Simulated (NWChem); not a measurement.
# N12/cc-pVDZ-DK (DKH2) run of SiF2 (SMILES F[Si]F)

Aim: the energy difference between two shapes of SiF2 at N12/cc-pVDZ-DK (DKH2), from 2 runs. 

Program for the calculation: NWChem 7.3.0.

### Step 1. The molecule

The species is SiF2 (3 atoms), meant as a singlet with charge 0. SMILES: `F[Si]F`. Geometry: relaxed at PBE0-D4/def2-TZVP.

Bond lengths: F1–Si2 1.602 Å, Si2–F3 1.602 Å. Angles: F1–Si2–F3 100.6°.

### Step 2. Energy and gradient at N12/cc-pVDZ-DK (DKH2)

The input, f2si.nw:

```
start f2si
title "F2Si N12"
memory stack 880 mb heap 220 mb global 1100 mb
geometry units angstrom
zmatrix
  F
  Si 1 r2
  F 2 r3 1 a3
variables
  r2 1.601509
  r3 1.601517
  a3 100.60967
end
end
basis "ao basis" spherical bse
* library cc-pVDZ-DK
end
relativistic
douglas-kroll dkh
end
dft
xc n12
grid xfine
convergence energy 1e-08
mulliken
print medium
end
task dft gradient
```

Command:

```bash
$ nwchem f2si.nw > f2si.out
```

Standard output:

```text
[...]
 Group name             C2v
[...]
          Wavefunction type:  closed shell.
          No. of atoms     :     3
          No. of electrons :    32
[...]
          Charge           :     0
          Spin multiplicity:     1
[...]
          AO basis - number of functions:    46
[...]
              XC Information
              --------------
                          N12 Method XC Functional
                           N12 Exchange Functional  1.000
                         N12 Correlation Potential  1.000
[...]
 d= 0,ls=0.0,diis     1   -489.8341618239 -5.90D+02  2.95D-02  6.75D-01     2.4
[...]
 d= 0,ls=0.0,diis     8   -489.9096730344 -4.10D-10  1.08D-07  1.62D-11     9.5
         Total DFT energy =     -489.909673034425
      One electron energy =     -882.500690504780
           Coulomb energy =      333.960625184021
    Exchange-Corr. energy =      -42.028038609283
 Nuclear repulsion energy =      100.658430895617
[...]
      Total Density - Mulliken Population Analysis
     ---------------------------------------------
    Atom       Charge   Shell Charges
 -----------   ------   -------------------------------------------------------
    1 F    9     9.26   2.01  0.90  0.99  3.43  1.93  0.00
    2 Si  14    13.48   2.00  2.02  0.98  0.81  6.00  0.96  0.35  0.35
    3 F    9     9.26   2.01  0.90  0.99  3.43  1.93  0.00
[...]
  wavefunction    = closed shell
[...]
                         DFT ENERGY GRADIENTS
    atom               coordinates                        gradient
                 x          y          z           x          y          z
   1 F       2.328690   0.000000   0.845680   -0.019703   0.000000  -0.016926
   2 Si      0.000000   0.000000  -1.087303    0.000000   0.000000   0.033852
   3 F      -2.328690   0.000000   0.845680    0.019703   0.000000  -0.016926
[...]
```

Run time: 15 s. Hardware: 1 thread of AMD EPYC 7B13 (Zen 3), shared host; peak memory 0.11 GiB.

### Step 3. The distorted shape at the same level

The input, f2si.xyz:

```xyz
3

F      0.157363     1.316642     0.309686
Si    -0.607029    -0.050401    -0.350985
F      0.503087    -1.241473     0.182501
```

The input, f2si.nw:

```
START f2si
memory 2200 mb
charge 0

GEOMETRY units angstrom noautoz
load f2si.xyz
END

BASIS spherical bse
* library cc-pVDZ-DK
END

RELATIVISTIC
douglas-kroll dkh
END

DFT
xc n12
grid xfine
convergence energy 1e-08
mulliken
END

TASK dft gradient
```

Command:

```bash
$ nwchem f2si.nw > f2si.out
```

Standard output:

```text
[...]
 Group name             Cs
[...]
          Wavefunction type:  closed shell.
          No. of atoms     :     3
          No. of electrons :    32
[...]
          Charge           :     0
          Spin multiplicity:     1
[...]
          AO basis - number of functions:    46
[...]
              XC Information
              --------------
                          N12 Method XC Functional
                           N12 Exchange Functional  1.000
                         N12 Correlation Potential  1.000
[...]
 d= 0,ls=0.0,diis     1   -489.8095073518 -5.85D+02  3.65D-02  7.60D-01     2.9
[...]
 d= 0,ls=0.0,diis    10   -489.9072559858 -4.11D-10  6.29D-08  7.62D-12    15.1
         Total DFT energy =     -489.907255985809
      One electron energy =     -870.983069435522
           Coulomb energy =      328.305769591518
    Exchange-Corr. energy =      -41.954330303821
 Nuclear repulsion energy =       94.724374162016
[...]
      Total Density - Mulliken Population Analysis
     ---------------------------------------------
    Atom       Charge   Shell Charges
 -----------   ------   -------------------------------------------------------
    1 F    9     9.30   2.01  0.90  1.01  3.40  1.97  0.00
    2 Si  14    13.40   2.00  2.02  1.04  0.78  6.00  0.90  0.37  0.29
    3 F    9     9.30   2.01  0.90  1.01  3.40  1.98  0.00
[...]
  wavefunction    = closed shell
[...]
                         DFT ENERGY GRADIENTS
    atom               coordinates                        gradient
                 x          y          z           x          y          z
   1 F       0.930564  -2.431228   0.000000    0.020370  -0.022010   0.000000
   2 Si     -1.184876  -0.013829   0.000000   -0.043687  -0.004132   0.000000
   3 F       0.912577   2.452740   0.000000    0.023317   0.026142   0.000000
[...]
```

Run time: 22 s. Hardware: 1 thread of AMD EPYC 7B13 (Zen 3), shared host; peak memory 0.11 GiB.

### Step 4. Summary of results

Level: N12/cc-pVDZ-DK (DKH2).

| quantity | value |
| --- | --- |
| first shape: total energy | -489.90967 Eh |
| first shape: dipole moment | 1.00 D |
| first shape: HOMO energy | -6.85 eV |
| first shape: LUMO energy | -2.74 eV |
| first shape: HOMO–LUMO gap | 4.10 eV |
| first shape: largest force on an atom | 1.741 eV/Å |
| distorted shape: total energy | -489.90726 Eh |
| distorted shape: dipole moment | 1.71 D |
| distorted shape: HOMO energy | -7.24 eV |
| distorted shape: LUMO energy | -3.18 eV |
| distorted shape: HOMO–LUMO gap | 4.06 eV |
| distorted shape: largest force on an atom | 2.257 eV/Å |
| energy change with the atoms displaced | 0.066 eV |

In words: With the atoms displaced the energy rises by 0.07 eV (1.5 kcal/mol). The first shape isn't relaxed at this level, so the change isn't measured from a minimum. The largest force (first shape) is 1.74 eV/Å: the shape isn't a stationary point for this species at this level. Mulliken charges (distorted shape) run from -0.30 on F1 to +0.60 on Si2.
